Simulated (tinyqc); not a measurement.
Hueckel theory of the pi electrons with the omega technique, for the molecule c1c[cH+]1 (SMILES; centres numbered as the heavy atoms are written), step by step. Computed by tinyqc, a small Python program that keeps every step. Settings: charge = 1, omega = 1.4, damping = 0.5. Command: `OMP_NUM_THREADS=1 python tinyqc.py 25214 25215 out.jsonl` (the two numbers bound the seeds that draw the settings). One thread of a shared host (Intel(R) Xeon(R) Processor @ 2.60GHz), about 0.01 s of CPU time with the checks.

## The Hueckel matrix

Centres:
```
centre,"z_r, pi electrons of the neutral centre",h
1C,1,0.00000
2C,1,0.00000
3C,1,0.00000
```

Bonds:
```
i,j,k
1,2,1
2,3,1
3,1,1
```

H_rr = alpha + h_r beta, H_rs = k_rs beta for bonded centres.

Hueckel matrix in units of beta (H = alpha + beta A), lower triangle:
```
,1C,2C,3C
1C,0.00000
2C,1.00000,0.00000
3C,1.00000,1.00000,0.00000
```

## Orbitals, round 1

pi electrons, sum of z_r less the charge = 2

Diagonalise; E = alpha + x beta with beta < 0, so the largest x are filled first; degenerate levels share their electrons. P = sum n_i c_ri c_si; each orbital has its largest coefficient positive (the first on a tie).

x values: 2.00000  -1.00000  -1.00000

occupations: 2.00000  0.00000  0.00000

coefficients:
```
,MO1,MO2,MO3
1C,0.57735,-0.28320,0.76581
2C,0.57735,0.80481,-0.13764
3C,0.57735,-0.52161,-0.62816
```

charge and bond-order matrix P, lower triangle:
```
,1C,2C,3C
1C,0.66667
2C,0.66667,0.66667
3C,0.66667,0.66667,0.66667
```

Within a degenerate level the vectors are fixed only up to a rotation; this is one choice.

## Omega technique, round 1

h_r = h_r(0) + omega q_r, omega = 1.4, with q_r = z_r - P_rr; 0.5 of the old diagonal is kept.

matrix after round 1, lower triangle:
```
,1C,2C,3C
1C,0.23333
2C,1.00000,0.23333
3C,1.00000,1.00000,0.23333
```

## Orbitals, round 2

As before.

x values: 2.23333  -0.76667  -0.76667

occupations: 2.00000  0.00000  0.00000

coefficients:
```
,MO1,MO2,MO3
1C,0.57735,-0.08541,0.81202
2C,0.57735,0.74593,-0.33204
3C,0.57735,-0.66052,-0.47998
```

charge and bond-order matrix P, lower triangle:
```
,1C,2C,3C
1C,0.66667
2C,0.66667,0.66667
3C,0.66667,0.66667,0.66667
```

Within a degenerate level the vectors are fixed only up to a rotation; this is one choice.

## Omega technique, round 2

As before.

matrix after round 2, lower triangle:
```
,1C,2C,3C
1C,0.35000
2C,1.00000,0.35000
3C,1.00000,1.00000,0.35000
```

## Convergence

Each round sets h_r = h_r(0) + omega (z_r - P_rr), keeping the share named as damping of the old diagonal; repeat until output and input diagonals agree to 1e-6.

Rounds:
```
round,sum n x,largest |h(out) - h(in)|
1,4.00000,4.67e-01
2,4.46667,2.33e-01
3,4.70000,1.17e-01
4,4.81667,5.83e-02
5,4.87500,2.92e-02
6,4.90417,1.46e-02
7,4.91875,7.29e-03
8,4.92604,3.65e-03
9,4.92969,1.82e-03
10,4.93151,9.11e-04
11,4.93242,4.56e-04
12,4.93288,2.28e-04
13,4.93311,1.14e-04
14,4.93322,5.70e-05
15,4.93328,2.85e-05
16,4.93330,1.42e-05
17,4.93332,7.12e-06
18,4.93333,3.56e-06
19,4.93333,1.78e-06
20,4.93333,8.90e-07
```

Converged in 20 rounds.

## Energy, charges, bond orders

final x values: 2.46667  -0.53333  -0.53333

occupations: 2.00000  0.00000  0.00000

final P, lower triangle:
```
,1C,2C,3C
1C,0.66667
2C,0.66667,0.66667
3C,0.66667,0.66667,0.66667
```

E = sum n x; q_r = z_r - P_rr; bond order p = P_rs; free valence = sqrt(3) - sum of p over the bonds of the atom.

pi energy = 2 alpha + this times beta = 4.93333

pi charges: 1C 0.33333, 2C 0.33333, 3C 0.33333

Bond orders and lengths from R = 1.517 - 0.180 p (angstrom, C-C alone):
```
bond,p,R
1-2,0.66667,1.39700
2-3,0.66667,1.39700
3-1,0.66667,1.39700
```

free valence of the carbons: 1C 0.39872, 2C 0.39872, 3C 0.39872

gap between the highest filled and the next level = 3.00000 |beta|
